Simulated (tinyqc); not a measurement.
UKS/BP86 in the sto-6g basis, for NH, spin multiplicity 3, step by step (part 1 of 2). Computed by tinyqc, a small Python program that keeps every step (integrals from PySCF). Settings: charge = 0, multiplicity = 3, basis = sto-6g, energy threshold = 1e-10, iteration cap = 76, orthogonalisation = symmetric, start = atomic densities, DIIS depth = 0, method = UKS, functional = b88,p86, grid = [40, 14]. Command: `OMP_NUM_THREADS=1 python tinyqc.py 31409 31410 out.jsonl` (the two numbers bound the seeds that draw the settings). One thread of a shared host (Intel(R) Xeon(R) Processor @ 2.60GHz), about 2 s of CPU time with the checks. Later iterations appear only in the table of the cycle.

## One-electron integrals

Geometry (angstrom):
```
atom        x        y        z
N     0.00000  0.00000  0.00000
H     0.00000  0.00000  1.30000
```

Basis sto-6g: exponents (1/bohr^2) and contraction coefficients of normalised primitives:
```
element  l (shell)    exponent  coefficient
N            s (1)  1027.82846      0.00916
N            s (1)   188.45122      0.04936
N            s (1)    52.72186      0.16854
N            s (1)    18.11138      0.37056
N            s (1)     7.03318      0.41649
N            s (1)     2.89665      0.13033
N            s (2)    39.19881     -0.01325
N            s (2)     7.75847     -0.04699
N            s (2)     2.41133     -0.03379
N            s (2)     0.92772      0.25024
N            s (2)     0.40291      0.59512
N            s (2)     0.18468      0.24071
N            p (3)    39.19881      0.00376
N            p (3)     7.75847      0.03768
N            p (3)     2.41133      0.17390
N            p (3)     0.92772      0.41804
N            p (3)     0.40291      0.42586
N            p (3)     0.18468      0.10171
H            s (1)    35.52322      0.00916
H            s (1)     6.51314      0.04936
H            s (1)     1.82214      0.16854
H            s (1)     0.62596      0.37056
H            s (1)     0.24308      0.41649
H            s (1)     0.10011      0.13033
```

Overlap, kinetic and nuclear-attraction integrals over the contracted functions; the nuclear repulsion is the sum of Za Zb / Rab.

nuclear repulsion = 2.8494158 hartree

overlap S, lower triangle:
```
          1N 1s    1N 2s   1N 2px   1N 2py   1N 2pz    2H 1s
1N 1s   1.00000
1N 2s   0.22942  1.00000
1N 2px  0.00000  0.00000  1.00000
1N 2py  0.00000  0.00000  0.00000  1.00000
1N 2pz  0.00000  0.00000  0.00000  0.00000  1.00000
2H 1s   0.03108  0.33457  0.00000  0.00000  0.33050  1.00000
```

kinetic energy T (hartree), lower triangle:
```
           1N 1s    1N 2s   1N 2px   1N 2py   1N 2pz    2H 1s
1N 1s   22.23641
1N 2s   -0.67875  0.63290
1N 2px   0.00000  0.00000  1.90129
1N 2py   0.00000  0.00000  0.00000  1.90129
1N 2pz   0.00000  0.00000  0.00000  0.00000  1.90129
2H 1s   -0.00764  0.03545  0.00000  0.00000  0.12570  0.76852
```

nuclear attraction V (hartree), lower triangle:
```
            1N 1s     1N 2s    1N 2px    1N 2py    1N 2pz     2H 1s
1N 1s   -47.08054
1N 2s    -4.74044  -7.23041
1N 2px    0.00000   0.00000  -7.20555
1N 2py    0.00000   0.00000   0.00000  -7.20555
1N 2pz   -0.01016  -0.11927   0.00000   0.00000  -7.27923
2H 1s    -0.73211  -1.84466   0.00000   0.00000  -1.65973  -4.06291
```

core Hamiltonian H = T + V (hartree), lower triangle:
```
            1N 1s     1N 2s    1N 2px    1N 2py    1N 2pz     2H 1s
1N 1s   -24.84413
1N 2s    -5.41919  -6.59751
1N 2px    0.00000   0.00000  -5.30426
1N 2py    0.00000   0.00000   0.00000  -5.30426
1N 2pz   -0.01016  -0.11927   0.00000   0.00000  -5.37793
2H 1s    -0.73975  -1.80921   0.00000   0.00000  -1.53403  -3.29439
```

## Two-electron integrals

Functions are numbered as in S; the eight-fold symmetry (ij|kl) = (ji|kl) = (kl|ij) leaves the list below.

Two-electron integrals (ij|kl) in chemists' order, unique and non-zero (hartree):
```
(11|11) 4.16874   (21|11) 0.58365   (21|21) 0.10411   (22|11) 0.96849
(22|21) 0.21445   (22|22) 0.70840   (31|31) 0.02207   (32|31) 0.03361
(32|32) 0.15658   (33|11) 0.96849   (33|21) 0.21445   (33|22) 0.70840
(33|33) 0.76324   (41|41) 0.02207   (42|41) 0.03361   (42|42) 0.15658
(43|43) 0.04113   (44|11) 0.96849   (44|21) 0.21445   (44|22) 0.70840
(44|33) 0.68098   (44|44) 0.76324   (51|51) 0.02207   (52|51) 0.03361
(52|52) 0.15658   (53|53) 0.04113   (54|54) 0.04113   (55|11) 0.96849
(55|21) 0.21445   (55|22) 0.70840   (55|33) 0.68098   (55|44) 0.68098
(55|55) 0.76324   (61|11) 0.08386   (61|21) 0.01436   (61|22) 0.02901
(61|33) 0.02893   (61|44) 0.02893   (61|51) 0.00081   (61|52) 0.00159
(61|55) 0.02917   (61|61) 0.00203   (62|11) 0.22875   (62|21) 0.05147
(62|22) 0.19102   (62|33) 0.18700   (62|44) 0.18700   (62|51) 0.00463
(62|52) 0.03565   (62|55) 0.19907   (62|61) 0.00722   (62|62) 0.06966
(63|31) 0.00524   (63|32) 0.03031   (63|53) 0.00695   (63|63) 0.00850
(64|41) 0.00524   (64|42) 0.03031   (64|54) 0.00695   (64|64) 0.00850
(65|11) 0.19317   (65|21) 0.04402   (65|22) 0.17348   (65|33) 0.16550
(65|44) 0.16550   (65|51) 0.00857   (65|52) 0.05975   (65|55) 0.18943
(65|61) 0.00642   (65|62) 0.07582   (65|65) 0.08965   (66|11) 0.40314
(66|21) 0.09233   (66|22) 0.39248   (66|33) 0.37551   (66|44) 0.37551
(66|51) 0.00946   (66|52) 0.10157   (66|55) 0.42641   (66|61) 0.01306
(66|62) 0.19137   (66|65) 0.23237   (66|66) 0.77500
```

## Orthogonalisation

S = U s U^T; symmetric (Loewdin) form X = U s^(-1/2) U^T, so that X^T S X = 1.

eigenvalues of S: 0.50886  0.83801  1.00000  1.00000  1.14113  1.51201

X, lower triangle:
```
           1N 1s     1N 2s   1N 2px   1N 2py    1N 2pz    2H 1s
1N 1s    1.02119
1N 2s   -0.12411   1.07316
1N 2px   0.00000   0.00000  1.00000
1N 2py   0.00000   0.00000  0.00000  1.00000
1N 2pz  -0.00526   0.05085  0.00000  0.00000   1.04914
2H 1s    0.01713  -0.19928  0.00000  0.00000  -0.19325  1.10012
```

## Starting guess

The start is atomic minimal-basis densities projected into this basis (PySCF's MINAO start) and scaled to the electron count of each spin; this density is not idempotent, so its energy is not variational and may lie below the converged one.

D(alpha) at the start, lower triangle:
```
           1N 1s     1N 2s   1N 2px   1N 2py   1N 2pz    2H 1s
1N 1s    1.32782
1N 2s   -0.30156   1.31637
1N 2px   0.00000   0.00000  0.62025
1N 2py   0.00000   0.00000  0.00000  0.62025
1N 2pz   0.00387  -0.01818  0.00000  0.00000  0.59562
2H 1s   -0.00866   0.04228  0.00000  0.00000  0.03807  0.60514
```

D(beta) at the start, lower triangle:
```
           1N 1s     1N 2s   1N 2px   1N 2py   1N 2pz    2H 1s
1N 1s    0.79669
1N 2s   -0.18094   0.78982
1N 2px   0.00000   0.00000  0.37215
1N 2py   0.00000   0.00000  0.00000  0.37215
1N 2pz   0.00232  -0.01091  0.00000  0.00000  0.35737
2H 1s   -0.00520   0.02537  0.00000  0.00000  0.02284  0.36308
```

## Iteration 1: exchange-correlation on the grid

Becke grid with 40 radial and 14 angular points per atom, points of zero weight dropped. rho = sum D_ij phi_i phi_j; V_xc,ij = sum w v_xc phi_i phi_j plus the gradient terms; v_xc is d(rho eps)/d rho(s) for spin s at fixed gradient.

The 12 grid points with the largest w rho, of 1095 (bohr, atomic units):
```
x                y         z        w  rho(alpha)  rho(beta)    eps_xc  v_xc(alpha)
-0.75267  -0.75267  -0.75267  0.29372     0.10029    0.06017  -0.48021     -0.61069
0.75267    0.75267  -0.75267  0.29372     0.10029    0.06017  -0.48021     -0.61069
-0.75267   0.75267  -0.75267  0.29372     0.10029    0.06017  -0.48021     -0.61069
0.75267   -0.75267  -0.75267  0.29372     0.10029    0.06017  -0.48021     -0.61069
0.65205    0.65205  -0.65205  0.19887     0.14810    0.08886  -0.53456     -0.69757
-0.65205   0.65205  -0.65205  0.19887     0.14810    0.08886  -0.53456     -0.69757
0.65205   -0.65205  -0.65205  0.19887     0.14810    0.08886  -0.53456     -0.69757
-0.65205  -0.65205  -0.65205  0.19887     0.14810    0.08886  -0.53456     -0.69757
-0.65205   0.65205   0.65205  0.19646     0.14918    0.08951  -0.53499     -0.70003
0.65205    0.65205   0.65205  0.19646     0.14918    0.08951  -0.53499     -0.70003
-0.65205  -0.65205   0.65205  0.19646     0.14918    0.08951  -0.53499     -0.70003
0.65205   -0.65205   0.65205  0.19646     0.14918    0.08951  -0.53499     -0.70003
```

electrons on the grid, sum of w rho = 8.00174

E_xc = sum of w rho eps_xc = -7.2645160 hartree

V_xc(alpha) (hartree), lower triangle:
```
           1N 1s     1N 2s    1N 2px    1N 2py    1N 2pz     2H 1s
1N 1s   -2.88502
1N 2s   -0.33646  -0.68066
1N 2px   0.00000   0.00000  -0.67832
1N 2py   0.00000   0.00000   0.00000  -0.67832
1N 2pz  -0.00015  -0.00679   0.00000   0.00000  -0.68517
2H 1s   -0.05061  -0.18473   0.00000   0.00000  -0.17423  -0.48158
```

V_xc(beta) (hartree), lower triangle:
```
           1N 1s     1N 2s    1N 2px    1N 2py    1N 2pz     2H 1s
1N 1s   -2.51849
1N 2s   -0.29387  -0.60377
1N 2px   0.00000   0.00000  -0.60170
1N 2py   0.00000   0.00000   0.00000  -0.60170
1N 2pz  -0.00013  -0.00610   0.00000   0.00000  -0.60780
2H 1s   -0.04421  -0.16442   0.00000   0.00000  -0.15539  -0.43234
```

## Iteration 1: building the Kohn-Sham matrix

J_ij = sum D_kl (ij|kl) with D = D(alpha) + D(beta); F = H + J + V_xc; E = tr D H + tr D J / 2 + E_xc + E_nn.

Coulomb J (hartree), lower triangle:
```
           1N 1s    1N 2s   1N 2px   1N 2py   1N 2pz    2H 1s
1N 1s   13.62082
1N 2s    2.32251  5.84994
1N 2px   0.00000  0.00000  5.83308
1N 2py   0.00000  0.00000  0.00000  5.83308
1N 2pz   0.00912  0.10171  0.00000  0.00000  5.88367
2H 1s    0.32489  1.60124  0.00000  0.00000  1.48493  3.54409
```

F(alpha) (hartree), lower triangle:
```
            1N 1s     1N 2s    1N 2px    1N 2py    1N 2pz     2H 1s
1N 1s   -14.10833
1N 2s    -3.43314  -1.42823
1N 2px    0.00000   0.00000  -0.14950
1N 2py    0.00000   0.00000   0.00000  -0.14950
1N 2pz   -0.00119  -0.02436   0.00000   0.00000  -0.17944
2H 1s    -0.46548  -0.39270   0.00000   0.00000  -0.22332  -0.23189
```

F(beta) (hartree), lower triangle:
```
            1N 1s     1N 2s    1N 2px    1N 2py    1N 2pz     2H 1s
1N 1s   -13.74180
1N 2s    -3.39055  -1.35134
1N 2px    0.00000   0.00000  -0.07287
1N 2py    0.00000   0.00000   0.00000  -0.07287
1N 2pz   -0.00117  -0.02366   0.00000   0.00000  -0.10206
2H 1s    -0.45908  -0.37238   0.00000   0.00000  -0.20448  -0.18264
```

total energy of this density = -55.1017097 hartree

This density is the starting one; it is not idempotent, so its energy is not variational and may lie below the converged one.

## Iteration 1: diagonalisation and new density

Diagonalise F' = X^T F X, C = X C', fill 5 alpha and 3 beta electrons from the bottom; D(s) = C_occ C_occ^T. Each column has its largest component positive (the first on a tie).

F' = X^T F X (alpha) (hartree), lower triangle:
```
           1         2         3         4         5         6
1  -13.87890
2   -1.75745  -0.81048
3    0.00000   0.00000  -0.14950
4    0.00000   0.00000   0.00000  -0.14950
5   -0.01411   0.03072   0.00000   0.00000  -0.11368
6   -0.04716  -0.18989   0.00000   0.00000  -0.19881  -0.07704
```

orbital energies (alpha) (hartree): MO1 -14.11150, MO2 -0.63942, MO3 -0.26878, MO4 -0.14950, MO5 -0.14950, MO6 0.13960

coefficients C (alpha):
```
             MO1       MO2       MO3       MO4      MO5       MO6
1N 1s    0.99618  -0.23850   0.06718   0.00000  0.00000   0.06909
1N 2s    0.01663   0.95574  -0.34728   0.00000  0.00000  -0.41841
1N 2px   0.00000   0.00000   0.00000   0.85278  0.52227   0.00000
1N 2py   0.00000   0.00000   0.00000  -0.52227  0.85278   0.00000
1N 2pz   0.00128   0.05417   0.69767   0.00000  0.00000  -0.80682
2H 1s   -0.00366   0.16006   0.52571   0.00000  0.00000   0.99278
```

F' = X^T F X (beta) (hartree), lower triangle:
```
           1         2         3         4         5         6
1  -13.50614
2   -1.76742  -0.73416
3    0.00000   0.00000  -0.07287
4    0.00000   0.00000   0.00000  -0.07287
5   -0.01539   0.03307   0.00000   0.00000  -0.03443
6   -0.04241  -0.19130   0.00000   0.00000  -0.20154  -0.02830
```

orbital energies (beta) (hartree): MO1 -13.74655, MO2 -0.56028, MO3 -0.20230, MO4 -0.07287, MO5 -0.07287, MO6 0.20610

coefficients C (beta):
```
             MO1       MO2       MO3      MO4       MO5       MO6
1N 1s    0.99524  -0.23948   0.07500  0.00000   0.00000   0.07121
1N 2s    0.02058   0.94271  -0.37880  0.00000   0.00000  -0.42043
1N 2px   0.00000   0.00000   0.00000  0.99863  -0.05226   0.00000
1N 2py   0.00000   0.00000   0.00000  0.05226   0.99863   0.00000
1N 2pz   0.00158   0.05585   0.67096  0.00000   0.00000  -0.82906
2H 1s   -0.00458   0.18442   0.55320  0.00000   0.00000   0.97342
```

D(alpha) after iteration 1, lower triangle:
```
           1N 1s     1N 2s   1N 2px   1N 2py   1N 2pz    2H 1s
1N 1s    1.05378
1N 2s   -0.23471   1.03431
1N 2px   0.00000   0.00000  1.00000
1N 2py   0.00000   0.00000  0.00000  1.00000
1N 2pz   0.03522  -0.19049  0.00000  0.00000  0.48968
2H 1s   -0.00651  -0.02965  0.00000  0.00000  0.37544  0.30200
```

D(beta) after iteration 1, lower triangle:
```
           1N 1s     1N 2s   1N 2px   1N 2py   1N 2pz    2H 1s
1N 1s    1.05348
1N 2s   -0.23368   1.03262
1N 2px   0.00000   0.00000  0.00000
1N 2py   0.00000   0.00000  0.00000  0.00000
1N 2pz   0.03852  -0.20147  0.00000  0.00000  0.45330
2H 1s   -0.00723  -0.03579  0.00000  0.00000  0.38147  0.34007
```

Within a degenerate level the vectors are fixed only up to a rotation; this is one choice.

## Iteration 2: exchange-correlation on the grid

As before.

The 12 grid points with the largest w rho, of 1095 (bohr, atomic units):
```
x                y         z        w  rho(alpha)  rho(beta)    eps_xc  v_xc(alpha)
-0.65205   0.65205  -0.65205  0.19887     0.17899    0.08501  -0.55898     -0.73742
-0.65205  -0.65205  -0.65205  0.19887     0.17899    0.08501  -0.55898     -0.73742
0.65205    0.65205  -0.65205  0.19887     0.17899    0.08501  -0.55898     -0.73742
0.65205   -0.65205  -0.65205  0.19887     0.17899    0.08501  -0.55898     -0.73742
-0.75267   0.75267  -0.75267  0.29372     0.12106    0.05763  -0.50128     -0.64535
-0.75267  -0.75267  -0.75267  0.29372     0.12106    0.05763  -0.50128     -0.64535
0.75267   -0.75267  -0.75267  0.29372     0.12106    0.05763  -0.50128     -0.64535
0.75267    0.75267  -0.75267  0.29372     0.12106    0.05763  -0.50128     -0.64535
0.00000    0.00000  -1.30367  0.26108     0.09763    0.09530  -0.50190     -0.61471
0.00000    0.00000  -1.12939  0.17677     0.14412    0.14066  -0.55910     -0.70159
-0.56141   0.56141  -0.56141  0.13257     0.24414    0.11526  -0.61030     -0.82002
-0.56141  -0.56141  -0.56141  0.13257     0.24414    0.11526  -0.61030     -0.82002
```

electrons on the grid, sum of w rho = 7.99909

E_xc = sum of w rho eps_xc = -7.2438570 hartree

V_xc(alpha) (hartree), lower triangle:
```
           1N 1s     1N 2s    1N 2px    1N 2py    1N 2pz     2H 1s
1N 1s   -2.72244
1N 2s   -0.32585  -0.69766
1N 2px   0.00000   0.00000  -0.70556
1N 2py   0.00000   0.00000   0.00000  -0.70556
1N 2pz   0.00228   0.00757   0.00000   0.00000  -0.68169
2H 1s   -0.04856  -0.18287   0.00000   0.00000  -0.16685  -0.44216
```

V_xc(beta) (hartree), lower triangle:
```
           1N 1s     1N 2s    1N 2px    1N 2py    1N 2pz     2H 1s
1N 1s   -2.69645
1N 2s   -0.30373  -0.57640
1N 2px   0.00000   0.00000  -0.54920
1N 2py   0.00000   0.00000   0.00000  -0.54920
1N 2pz   0.00302   0.01362   0.00000   0.00000  -0.63071
2H 1s   -0.04595  -0.16340   0.00000   0.00000  -0.16051  -0.44455
```

## Iteration 2: building the Kohn-Sham matrix

As before.

Coulomb J (hartree), lower triangle:
```
           1N 1s    1N 2s   1N 2px   1N 2py   1N 2pz    2H 1s
1N 1s   13.60891
1N 2s    2.32553  5.87778
1N 2px   0.00000  0.00000  5.85690
1N 2py   0.00000  0.00000  0.00000  5.85690
1N 2pz  -0.00468  0.03317  0.00000  0.00000  5.91953
2H 1s    0.32457  1.59144  0.00000  0.00000  1.46326  3.47308
```

F(alpha) (hartree), lower triangle:
```
            1N 1s     1N 2s    1N 2px    1N 2py    1N 2pz     2H 1s
1N 1s   -13.95766
1N 2s    -3.41951  -1.41740
1N 2px    0.00000   0.00000  -0.15292
1N 2py    0.00000   0.00000   0.00000  -0.15292
1N 2pz   -0.01255  -0.07853   0.00000   0.00000  -0.14010
2H 1s    -0.46374  -0.40064   0.00000   0.00000  -0.23761  -0.26347
```

F(beta) (hartree), lower triangle:
```
            1N 1s     1N 2s   1N 2px   1N 2py    1N 2pz     2H 1s
1N 1s   -13.93167
1N 2s    -3.39739  -1.29613
1N 2px    0.00000   0.00000  0.00345
1N 2py    0.00000   0.00000  0.00000  0.00345
1N 2pz   -0.01182  -0.07248  0.00000  0.00000  -0.08912
2H 1s    -0.46113  -0.38117  0.00000  0.00000  -0.23128  -0.26586
```

total energy of this density = -55.0030282 hartree

## Iteration 2: diagonalisation and new density

As before.

F' = X^T F X (alpha) (hartree), lower triangle:
```
           1         2         3         4         5         6
1  -13.72493
2   -1.76343  -0.80247
3    0.00000   0.00000  -0.15292
4    0.00000   0.00000   0.00000  -0.15292
5   -0.02030  -0.02262   0.00000   0.00000  -0.07122
6   -0.04353  -0.18518   0.00000   0.00000  -0.20632  -0.10789
```

orbital energies (alpha) (hartree): MO1 -13.96162, MO2 -0.64128, MO3 -0.23830, MO4 -0.15292, MO5 -0.15292, MO6 0.13469

coefficients C (alpha):
```
             MO1       MO2       MO3      MO4       MO5       MO6
1N 1s    0.99570  -0.23335   0.09843  0.00000   0.00000   0.05470
1N 2s    0.01871   0.92316  -0.48558  0.00000   0.00000  -0.34786
1N 2px   0.00000   0.00000   0.00000  0.07975   0.99681   0.00000
1N 2py   0.00000   0.00000   0.00000  0.99681  -0.07975   0.00000
1N 2pz   0.00241   0.14856   0.60238  0.00000   0.00000  -0.86932
2H 1s   -0.00443   0.19066   0.60465  0.00000   0.00000   0.94109
```

F' = X^T F X (beta) (hartree), lower triangle:
```
           1         2        3        4         5         6
1  -13.70156
2   -1.75801  -0.67594
3    0.00000   0.00000  0.00345
4    0.00000   0.00000  0.00000  0.00345
5   -0.02023  -0.01245  0.00000  0.00000  -0.01721
6   -0.04447  -0.18750  0.00000  0.00000  -0.20928  -0.11487
```

orbital energies (beta) (hartree): MO1 -13.93504, MO2 -0.54147, MO3 -0.20134, MO4 0.00345, MO5 0.00345, MO6 0.16826

coefficients C (beta):
```
             MO1       MO2       MO3      MO4       MO5       MO6
1N 1s    0.99606  -0.21803   0.12368  0.00000   0.00000  -0.05985
1N 2s    0.01718   0.85096  -0.59324  0.00000   0.00000   0.36471
1N 2px   0.00000   0.00000   0.00000  0.99639  -0.08495   0.00000
1N 2py   0.00000   0.00000   0.00000  0.08495   0.99639   0.00000
1N 2pz   0.00222   0.16505   0.54453  0.00000   0.00000   0.90382
2H 1s   -0.00404   0.29741   0.62306  0.00000   0.00000  -0.90052
```

D(alpha) after iteration 2, lower triangle:
```
           1N 1s     1N 2s   1N 2px   1N 2py   1N 2pz    2H 1s
1N 1s    1.05556
1N 2s   -0.24459   1.08837
1N 2px   0.00000   0.00000  1.00000
1N 2py   0.00000   0.00000  0.00000  1.00000
1N 2pz   0.02703  -0.15531  0.00000  0.00000  0.38494
2H 1s    0.01061  -0.11768  0.00000  0.00000  0.39254  0.40197
```

D(beta) after iteration 2, lower triangle:
```
           1N 1s     1N 2s   1N 2px   1N 2py   1N 2pz    2H 1s
1N 1s    1.05497
1N 2s   -0.24179   1.07636
1N 2px   0.00000   0.00000  0.00000
1N 2py   0.00000   0.00000  0.00000  0.00000
1N 2pz   0.03357  -0.18255  0.00000  0.00000  0.32376
2H 1s    0.00819  -0.11661  0.00000  0.00000  0.38835  0.47667
```

Within a degenerate level the vectors are fixed only up to a rotation; this is one choice.
